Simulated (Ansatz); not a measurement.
# Au3Pt: the cost of one run

Program: Ansatz 0.2.0, Gaussian basis. Level of theory: the settings change from run to run. These are calculated values, not measurements.

1 further run of the same task is left out (set aside as unsound or not needed).

## (1) The geometry

The geometry comes from an earlier relaxation with PBE-D4/def2-SVPD; it is a stationary point. Pt, Au take a core potential in def2 sets; no spin-orbit term is included.

4 atoms, charge -1, spin multiplicity 1.

Atoms are counted from 1 here; the program's logs count them from 0.

Bond lengths: Pt1–Au2 2.620 Å, Pt1–Au3 2.619 Å, Pt1–Au4 2.561 Å, Au2–Au3 2.785 Å. Angles: Au2–Pt1–Au3 64.2°, Au2–Pt1–Au4 148.2°, Au3–Pt1–Au4 147.5°, Pt1–Au2–Au3 57.9°, Pt1–Au3–Au2 57.9°.

## (2) CAM-B3LYP/def2-TZVPD

Options: charge -2, multiplicity 2, atoms shaken by 0.15 Å, density fitting with def2-universal-jkfit, a grid of angular degree 11, D4 dispersion.

Contents of in.yaml:

```yaml
crystal:
  periodic: [false, false, false]
  atoms:
    - {symbol: Pt, position_ang: [-0.395320, 0.362081, 0.061610]}
    - {symbol: Au, position_ang: [-0.176268, -2.451716, -0.166961]}
    - {symbol: Au, position_ang: [1.740183, -0.462141, -0.251951]}
    - {symbol: Au, position_ang: [-1.707061, 2.324494, 0.316071]}
basis:
  gaussian: {orbitals: def2-TZVPD, fitting: {mean_field: def2-universal-jkfit}, final_grid: {core_spheres: 5, valence_spheres: 4, degree: 11}}
total_charge: -2
magnetization: {spin_polarized: true, initial_magnetization: 1}
hamiltonian: {xc: {name: CAM-B3LYP}, dispersion: d4}
scf: {omitted_lower_state_checks: [starts]}
```

Started as:

```bash
ansatz run in.yaml --threads 2 --pin off --events-out ev --progress --plain --max-ram 4352MiB
```

What time and memory should one allow on 2 threads of AMD EPYC 7R43, shared host?

About 19 s, with a peak of 1 GiB.
